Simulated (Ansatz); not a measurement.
System: bcc V. Method: PBE-D3(BJ) (plane waves, PAW; Ansatz, a first-principles code).

Numerical settings: plane-wave cutoff 520 eV, 26×26×26 k mesh, Fermi–Dirac smearing 0.05 eV, no spin polarisation, scalar-relativistic PAW data made under PBE.

Cell (relaxed at this level):

```
V
1.0
   -1.47544     1.47544     1.47544
    1.47544    -1.47544     1.47544
    1.47544     1.47544    -1.47544
V
1
Direct
  0.00000   0.00000   0.00000
```

**Question.** What does this level give for the bulk modulus and pressure derivative B′ of the bulk modulus?

**Answer.** 
* **bulk modulus**: 198 GPa
* **pressure derivative B′ of the bulk modulus**: 3.7

The run finds no gap.

Measured, for comparison: bulk modulus 161 GPa (corrected for temperature and zero-point phonon effects, our sources range from 159 to 166; as tabulated in Levämäki et al. (2014), arXiv:1402.3671). Computed (rounded) less measured: bulk modulus +23 % (+19 % to +25 % over the range).

Computing time: very roughly 27 core-seconds.
